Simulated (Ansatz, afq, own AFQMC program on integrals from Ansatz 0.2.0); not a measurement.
**RuH, sextet → RuH, octet**

```xyz
2

Ru    0.0000    0.0000    0.0000
H     0.0000    0.0000    1.7532
```

E(octet, charge +0) − E(sextet, charge +0) at this geometry, on UHF and UHF determinants.

Basis def2-TZVP with its core potentials. Only valence electrons are correlated. Integrals, coupled cluster, full CI and functionals: Ansatz 0.2.0; the random walks run on the same integrals in our own AFQMC program. ph-AFQMC/CISD is guided by a CISD state made of CCSD amplitudes; releasing the constraint for a short imaginary time cuts its bias at the price of noise, slowly where states lie close. ± is one standard error of the sampling. No spin–orbit coupling. The metal's outer-core s and p shells are frozen, which shifts wave-function levels against functionals. The errors of all members are added in quadrature.

No full CI on the walks' own integrals is used here; CCSDT(Q) serves as the reference and is uncertain by about the last step of the cluster series. Each member takes its own surest rung, up to full CI.

Errors are counted within def2-TZVP, not against nature.

Cautions: no spin-orbit coupling; outer-core shells of the metal frozen; RuH (sextet): lower spins were not checked, the released energies are still falling, so no released level is given (meV from the phaseless value at times in 1/Eh: 0 ± 7 at 0.60, -11 ± 9 at 1.20, -42 ± 11 at 2.00, -45 ± 16 at 3.00, -33 ± 28 at 4.20), though the last usable value meets CCSDT(Q) within the noise, its ph-AFQMC/CISD value lies 27 ± 5 meV above CCSDT(Q); RuH (octet): another spin lies lower, its ph-AFQMC/CISD value lies 15 ± 5 meV above CCSDT(Q).

Reference (CCSDT(Q)): 90.8 kcal/mol.

| level | vertical spin gap (kcal/mol) | error against CCSDT(Q) (kcal/mol) |
| --- | --- | --- |
| HF | 77.0 | -13.9 |
| MP2 | 89.1 | -1.7 |
| CCSD | 90.1 | -0.7 |
| CCSD(T) | 90.6 | -0.2 |
| CCSDT | 90.8 | 0.0 |
| ph-AFQMC/HF | 92.6 ± 1.0 | 1.8 ± 1.0 |
| ph-AFQMC/CISD | 90.6 ± 0.2 | -0.3 ± 0.2 |

Correlation beyond CCSD(T) adds 0.2 kcal/mol. The perturbative (T) step is worth +0.5 kcal/mol.

A walk keeps the symmetry of its determinant, which the program's search chose and which needn't be the lowest solution, so a lower state of the same spin and another symmetry isn't excluded.
